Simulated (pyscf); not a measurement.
CH₄ (SMILES C) + H₃C–O–Si(OH)(OH)–O–SiH₂–OH (SMILES CO[Si](O)(O)O[SiH2]O) → H₃C–O–Si(OH)(OH)–O–CH₃ (SMILES CO[Si](O)(O)OC) + HO–SiH₃ (SMILES O[SiH3]), a four-centre exchange (singlet surface; C–H, O–Si broken, C–O, H–Si formed). Optimised with ωB97X-D3(BJ)/def2-SVP in PySCF. Energies in kcal/mol from the separated reactants.

Small-basis levels: PySCF, no dispersion term, spherical d functions. AM1 to PM7: differences of heats of formation from MOPAC, which are fitted to 298 K values and so differ in kind from electronic energies by zero-point and thermal terms. GFN2-xTB: tblite. Cost: rough CPU time at the saddle relative to B3LYP/6-31G*, from one job on a shared machine.

```
level                   barrier  reaction energy        cost
----------------------  -------  ---------------  ----------
HF/3-21G                  132.5            +66.9        0.08
HF/6-31G*                 141.4            +54.4         0.2
BP86/6-31G*               104.9            +52.2           2
B3LYP/3-21G               105.4            +62.7         0.6
B3LYP/LANL2DZ             114.8            +52.1         0.6
B3LYP/6-31G*              115.5            +53.6           1
M06-2X/6-31G*             116.8            +56.3           3
B3LYP/def2-SVP            114.4            +52.3           1
GFN2-xTB                  105.7            +46.2  under 0.02
PM3                       113.7            +49.7  under 0.02
PM6                       108.5            +50.5  under 0.02
PM7                       122.0            +54.4  under 0.02
ωB97M-D3(BJ)/def2-TZVP    116.7            +56.9           –
```

Against the last row the barrier runs from -11.8 (BP86/6-31G*) to +24.7 kcal/mol (HF/6-31G*). ωB97M-D3(BJ)/def2-TZVP has limits of its own. On the product side the descent ends in a bound adduct (not fully relaxed), 8.1 kcal/mol under the separated species and 68.5 kcal/mol under the saddle at ωB97X-D3(BJ)/def2-TZVP. H₃C–O–Si(OH)(OH)–O–CH₃ lies 15.9 kcal/mol over its isomer H₃C–CH₂–O–Si(OH)(OH)–OH (electronic energy, ωB97M-D3(BJ)/def2-TZVP). This is the saddle that the search found; another between the same sides may lie lower.
